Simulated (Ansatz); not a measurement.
Cartesian coordinates in Å:
```
C -0.9895 -1.0519 1.3075
C 0.0311 -0.7270 0.2312
C -0.0046 0.7338 -0.1879
C 0.9851 1.0751 -1.2708
F 0.6898 0.3783 -2.4336
H -0.8205 -0.4547 2.2082
H -2.0058 -0.8439 0.9611
H -0.9467 -2.1048 1.5945
H -0.1429 -1.3539 -0.6480
H 1.0379 -0.9730 0.5889
H -1.0099 1.0015 -0.5321
H 0.2104 1.3770 0.6745
H 2.0052 0.8020 -0.9789
H 0.9604 2.1415 -1.5143
```

The species carries charge 0 and has multiplicity 1.

Task: List the B3LYP/def2-TZVPP orbital energies in eV (the Gaussian-basis code of Ansatz). (Estimate.)

Result: Ansatz gave: Occupied: -671.00, -278.72, -276.86, -276.72, -276.53, -32.34, -21.97, -19.97, -17.48, -16.03, -13.77, -13.36, -12.79, -12.40, -11.27, -10.58, -10.36, -9.69, -9.15, -9.04, -8.86. Lowest empty: 0.94, 1.46, 1.87, 2.14, 2.51, 2.77, 3.05, 3.39.

B3LYP here is the variant with VWN-RPA as its local correlation; programs differ in this.
